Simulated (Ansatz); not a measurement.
# HSOF (singlet): the correlation ladder, cc-pVDZ

One table from this session's results is given with a row withheld; the runs are named, their logs left out.

Program: Ansatz 0.2.0, Gaussian basis. Level of theory: cc-pVDZ, core rule «outside noble gas», up to 7 orbitals frozen. These are calculated values, not measurements.

The runs, in order: UHF; CCSD(T) on RHF; CCSD(T) on UHF; BCCD(T) on RHF; CISD; CCSDT(Q) on RHF.

14 further runs of the same task are left out: 6 for a known fault of the program, 3 that didn't finish, 5 set aside as unsound or not needed. Runs told in other sessions of the task aren't counted.

### The geometry

The geometry is a PBE0/def2-TZVP stationary point (not a proven minimum).

4 atoms, charge 0, spin multiplicity 1.

Atoms are counted from 1 here; the program's logs count them from 0.

Bond lengths: F1–O2 1.501 Å, O2–S3 1.584 Å, S3–H4 1.356 Å. Angles: F1–O2–S3 109.9°, O2–S3–H4 99.5°.

The first run:

in.yaml reads:

```yaml
crystal:
  periodic: [false, false, false]
  atoms:
    - {symbol: F, position_ang: [0.001948, 0.323099, 1.494280]}
    - {symbol: O, position_ang: [-0.081115, -0.649483, 0.353691]}
    - {symbol: S, position_ang: [0.077503, 0.117771, -1.023132]}
    - {symbol: H, position_ang: [-1.214710, 0.472871, -1.231275]}
basis:
  gaussian: {orbitals: cc-pVDZ}
magnetization: {spin_polarized: true, initial_magnetization: 0}
hamiltonian: {xc: hf}
output: {orbitals: {seedname: orbitals}}
```

Run with:

```sh
ansatz run in.yaml --threads 1 --pin off --events-out ev --progress --plain --max-ram 2393MiB
```

Among the steps run: UHF; CCSD(T) on RHF; CCSD(T) on UHF; BCCD(T) on RHF; CISD; CCSDT(Q) on RHF.

One table of the session follows, with a row left open; its other results are not shown here.

```
   method  from RCCSDT(Q) (meV)
      RHF              +15367.5
      UHF              +15142.6
     RMP2               +1162.7
     UMP2               +2086.4
     CISD               +2270.8
    RCCSD                +544.8
    UCCSD                +585.9
 RCCSD(T)                     ?
 UCCSD(T)                +136.0
  BCCD(T)                 +87.3
   RCCSDT                 +68.2
RCCSDT(Q)                     0
```

**Question.** Estimate the row for RCCSD(T).

The run gave: from RCCSDT(Q) (meV): +87.6. In the column «from RCCSDT(Q) (meV)» it lies between BCCD(T) (+87.3) and UCCSD(T) (+136.0).

With the free atoms at the same levels and basis (separate runs), the atomisation energy is 7.119 eV at RCCSDT(Q), 7.051 eV at RCCSD(T), 7.002 eV at UCCSD(T), 1.944 eV at RHF.

Limits of these values: Warnings: restricted reference is unstable; spin contamination. Restricted and unrestricted rows rest on different reference determinants; a gap between their highest levels can come from leftover correlation error, from unlike frozen cores or from another state.
